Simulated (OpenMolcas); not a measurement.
## Potential curves of SF⁺: spin-free states

Calculated with OpenMolcas 26.06: state-averaged CASSCF(8,6) over S 3p, F 2p, XMS-CASPT2 (IPEA 0.25, imaginary shift 0.2 hartree), scalar X2C, ANO-RCC-VTZP, then RASSI spin–orbit state interaction with atomic mean-field integrals. C2 symmetry about the axis (a holds Σ, Δ, Γ; b holds Π, Φ, H; Σ⁺ and Σ⁻ are not told apart); roots by multiplicity and irrep: 3a 4, 1a 4, 3b 2.

XMS-CASPT2 energies in eV from the lowest point. Curves are followed by energy order within each symmetry, so they are adiabatic and may change character at avoided crossings; Σ⁺ and Σ⁻ are counted together.

```tsv
R (Å)	(1)3Σ	(1)1Δ	(1)1Σ	(2)1Σ
1.476	0.014	1.085	2.095	7.710
1.546	0.000	1.067	2.061	6.737
1.623	0.189	1.255	2.234	6.000
1.701	0.506	1.584	2.540	5.533
1.809	1.008	2.146	3.071	5.170
1.948	1.674	2.906	3.776	5.009
2.164	2.546	3.931	4.655	5.074
```

Left out for impure symmetry, kinks or missing points, though low: (1)3Δ, (2)3Σ, (1)3Π. Only roots inside an energy window near the equilibrium distance were included, so the list of states is not complete; labels number the states computed. Each spin and symmetry block has orbitals of its own, averaged over its own roots, so gaps between blocks are less sure than gaps within one and near the minimum can be off by tenths of an eV, in bad cases by more. No Rydberg orbitals are active, so Rydberg states, and σ→σ* states whose orbital the CASSCF left unused, can be missing between those listed. CASPT2 splits the two components of degenerate states numerically, here by up to 62 cm⁻¹. No roots were computed in block 1b (none fell in the window or the block failed), so states of that kind are missing and can lie low or lowest. Points that failed a check (symmetry, reference weights, a jump) are left out.
